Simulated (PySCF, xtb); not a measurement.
fluoroethene (C2H3F), SMILES FC=C.

xtb with GFN2-xTB at its own geometry gives an orbital gap of 5.45 eV and a dipole moment of 1.93 D.

The structure is a stationary point at B3LYP-D3(BJ)/def2-TZVP.

Task: What does PBE/def2-TZVPD (PySCF) give? (An estimate is asked for; the answer gives what the named calculation found.)

Result: gap 5.64 eV (levels -6.56 and -0.92 eV), dipole 1.28 D.
